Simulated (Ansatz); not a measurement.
# C2H7Al: molecular dynamics

Purpose: to follow the molecule's vibrations and see whether its bonds hold. The start is relaxed first. Runs: 500 steps of 1 fs at constant energy, with velocities drawn for 1500 K.

Program: Ansatz 0.2.0. Level of theory: RKS r2SCAN-D4/def2-SVP. These are calculated values, not measurements.

## 1. The starting structure

Bond lengths: Al1–H2 1.560 Å, Al1–H3 1.560 Å, Al1–C4 1.970 Å, C4–H5 1.110 Å, C4–H6 1.110 Å, C4–C7 1.520 Å, C7–H8 1.110 Å, C7–H9 1.110 Å, C7–H10 1.110 Å. Angles (14 of 15 angles, heavy atoms first): Al1–C4–C7 109.5°, H2–Al1–C4 120.0°, H3–Al1–C4 120.0°, Al1–C4–H5 109.5°, Al1–C4–H6 109.5°, H5–C4–C7 109.4°, H6–C4–C7 109.4°, C4–C7–H8 109.5°, C4–C7–H9 109.5°, C4–C7–H10 109.5°, H2–Al1–H3 120.0°, H5–C4–H6 109.4°, H8–C7–H9 109.4°, H8–C7–H10 109.4°.

As a file:

```xyz
10

Al    0.0000    0.0000    0.0000
H     0.0000    0.0000    1.5600
H     1.3510    0.0000   -0.7800
C    -1.7060    0.0000   -0.9850
H    -2.2662   -0.9305   -0.7558
H    -2.3102    0.8797   -0.6796
C    -1.4298    0.0696   -2.4781
H    -2.3466   -0.2101   -3.0379
H    -1.1306    1.1028   -2.7518
H    -0.6104   -0.6331   -2.7365
```

## 2. Preparing the start

The input, input.yaml:

```yaml
crystal:
  periodic: [false, false, false]
  atoms:
    - { symbol: Al, position_ang: [0.0, 0.0, 0.0] }
    - { symbol: H, position_ang: [0.0, 0.0, 1.56] }
    - { symbol: H, position_ang: [1.351, 0.0, -0.78] }
    - { symbol: C, position_ang: [-1.706, 0.0, -0.985] }
    - { symbol: H, position_ang: [-2.2662, -0.9305, -0.7558] }
    - { symbol: H, position_ang: [-2.3102, 0.8797, -0.6796] }
    - { symbol: C, position_ang: [-1.4298, 0.0696, -2.4781] }
    - { symbol: H, position_ang: [-2.3466, -0.2101, -3.0379] }
    - { symbol: H, position_ang: [-1.1306, 1.1028, -2.7518] }
    - { symbol: H, position_ang: [-0.6104, -0.6331, -2.7365] }
basis:
  gaussian: { orbitals: def2-SVP }
hamiltonian:
  xc: r2scan
  dispersion: d4
relax:
  f_tol: 0.02
  max_steps: 40
output:
  orbitals: {}
```

Started as:

```bash
> ansatz run input.yaml --threads 2 --pin off --max-ram 3072MiB --backend cpu --events-out ev --progress --plain --runs-dir out
```

After this run come: Dynamics.

What does the calculation give? Wanted: relaxation of the start; temperature, first and last step; temperature, second half; potential energy, second half; largest change of the total energy; bonds formed or broken.

As calculated:

| quantity | value |
| --- | --- |
| relaxation of the start | 7 moves, 0.127 eV lower |
| length | 500 steps of 1 fs |
| temperature, first and last step | 1500 and 1098 K |
| temperature, second half | mean 737 K, from 289 to 1152 K |
| potential energy, second half | +82 meV/atom from the start |
| largest change of the total energy | 6.48 meV/atom |
| bonds formed or broken | 0 |

In words: The temperature starts at 1500 K and averages 737 K in the second half, where it ranges from 289 to 1152 K. About half is expected from a start at a minimum: kinetic energy passes into potential energy until both shares match. The total energy strays from its start by at most 6.48 meV/atom, 8.5 % of the mean kinetic energy, which is poor: the step of 1 fs is too long for the fastest motion. No bond forms or breaks. A run of 500 fs with 10 atoms shows the motion but fixes no equilibrium value. The nuclei move classically, without zero-point motion, which matters most for hydrogen.
